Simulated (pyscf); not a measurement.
One four-centre exchange on the singlet surface with elements of a group swapped. ωB97M-D3(BJ)/def2-TZVP, kJ/mol, from the separated reactants. Single points on ωB97X-D3(BJ)/def2-SVP structures (PySCF, gas phase).

| step | barrier | reaction energy | imaginary mode (i cm⁻¹) |
|---|---|---|---|
| `[O]=[V]([OH])([OH])[OH]` + `[ClH]` → `[O]=[V]([OH])([OH])[Cl]` + `[OH2]` | (withheld) | (withheld) | 714 |
| `[O]=[V]([OH])([OH])[OH]` + `[BrH]` -> `[O]=[V]([OH])([OH])[Br]` + `[OH2]` | 38.2 | -22.8 | 709 |
| `[O]=[V]([OH])([OH])[OH]` + `[FH]` -> `[O]=[V]([OH])([OH])[F]` + `[OH2]` | 19.6 | -33.0 | 503 |

Task: What belongs in the gaps?

Result: 
- `[O]=[V]([OH])([OH])[OH]` + `[ClH]` → `[O]=[V]([OH])([OH])[Cl]` + `[OH2]`, barrier: 38.4
- `[O]=[V]([OH])([OH])[OH]` + `[ClH]` → `[O]=[V]([OH])([OH])[Cl]` + `[OH2]`, reaction energy: -21.7

Row 1: On the reactant side the descent ends in a complex, 19.4 kJ/mol under the separated species and 48.8 kJ/mol under the saddle at ωB97X-D3(BJ)/def2-TZVP. On the product side the descent ends in an adduct with a O–V contact (not fully relaxed), 11.8 kJ/mol under the separated species and 71.8 kJ/mol under the saddle at ωB97X-D3(BJ)/def2-TZVP. Row 2: On the reactant side the descent ends in a complex, 18.3 kJ/mol under the separated species and 44.4 kJ/mol under the saddle at ωB97X-D3(BJ)/def2-TZVP. On the product side the descent ends in a bound adduct (not fully relaxed), 37.3 kJ/mol under the separated species and 102.6 kJ/mol under the saddle at ωB97X-D3(BJ)/def2-TZVP. Row 3: On the reactant side the descent ends in a bound adduct, 33.8 kJ/mol under the separated species and 51.5 kJ/mol under the saddle at ωB97X-D3(BJ)/def2-TZVP. On the product side the descent ends in a complex (not fully relaxed), 19.8 kJ/mol under the separated species and 69.8 kJ/mol under the saddle at ωB97X-D3(BJ)/def2-TZVP. Each row is the saddle that its search found. Elements up to Kr have no core potential and no relativistic terms here.
